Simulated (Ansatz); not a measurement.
A structure relaxed at r2SCAN-D4/def2-TZVP in Ansatz, charge 0, singlet:

```xyz
6

Li    0.022   -2.952   -0.868
Li    0.249   -0.036    0.141
Li   -1.890   -0.510   -1.098
H     1.109    1.573    1.003
H    -1.158    0.835   -0.314
H     1.669    1.090    1.136
```

Q: Give its formula.

A: Li3H3.

Q: Summarise the bond lengths by kind (pairs closer than 1.2 times the sum of covalent radii, bridged metal pairs left out).

A: 2 × H–Li 1.72 Å.

The restricted singlet is unstable towards broken spin symmetry in Hartree–Fock (as tested in another run); at r2SCAN-D4/def2-TZVP this wasn't settled. In the singlet, H4 and H6 lie 0.75 Å apart (atoms count from 1), so H2 has formed as a molecule. Another isomer (singlet) lies 1.71 eV lower at PBE0-D4/def2-TZVP; other spin states weren't run for this one.
